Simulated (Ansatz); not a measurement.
The input, for Ansatz 0.2.0:

```yaml
crystal:
  periodic: [false, false, false]
  atoms:
    - {symbol: B, position_ang: [0.000000, 0.000000, 1.731547]}
    - {symbol: Al, position_ang: [0.000000, 0.000000, -0.588094]}
    - {symbol: H, position_ang: [0.000000, -1.367107, -1.414802]}
    - {symbol: H, position_ang: [0.000000, 1.367107, -1.414802]}
basis:
  gaussian: {orbitals: def2-TZVPP}
total_charge: 1
magnetization: {spin_polarized: false, initial_magnetization: 1}
correlation: {method: ccsdtq, electrons: all}
```

```sh
$ ansatz run in.yaml --threads 1 --pin off --events-out ev --progress --plain --max-ram 2393MiB
```

Q: One thing in this input was set wrong on purpose, beside settings that are merely unusual. What is the gravest fault, and what does the program do?

A: Too large for memory. How the run ends: out of memory.
```
1223 factors; integrals over basis functions are off by at most 1.8e-7 eV
mean field evaluation 1: about -7273.5152 eV, gradient 1.1e1 eV
mean field evaluation 2: about -7273.5160 eV, gradient 1.1e1 eV
mean field evaluation 4: about -7274.9912 eV, gradient 1.9e0 eV
mean field evaluation 8: about -7275.0942 eV, gradient 7.3e-3 eV
mean field evaluation 16: about -7274.9908 eV, gradient 1.9e0 eV
mean field evaluation 32: about -7275.0923 eV, gradient 3.9e-1 eV
mean field evaluation 64: about -7273.4346 eV, gradient 5.8e-4 eV
mean field -7275.09416485 eV, -267.3547793224 hartree, gradient 1.8e-6 eV, S^2 0.750000; 6 other end points of the search recorded, 0 dependent functions left out
mean field evaluation 96: about -7275.1759 eV, gradient 3.8e-1 eV
determinant -7275.09416485 eV, -267.3547793224 hartree, with singles and doubles -7283.77720595 eV, -267.6738751970 hartree
determinant -7273.66582026 eV, -267.3022886268 hartree, with singles and doubles -7282.58030783 eV, -267.6298900026 hartree
determinant -7273.43463959 eV, -267.2937928940 hartree, with singles and doubles -7282.33588912 eV, -267.6209077806 hartree
reference -7275.09416485 eV, -267.3547793224 hartree; 10, 9 occupied and 91, 92 virtual orbitals, 1223 factors
Error: with its amplitudes the run needs 1038.62 GiB of memory by its plan, which may be too low or too high, and 2.33 GiB are given
refused for memory
```
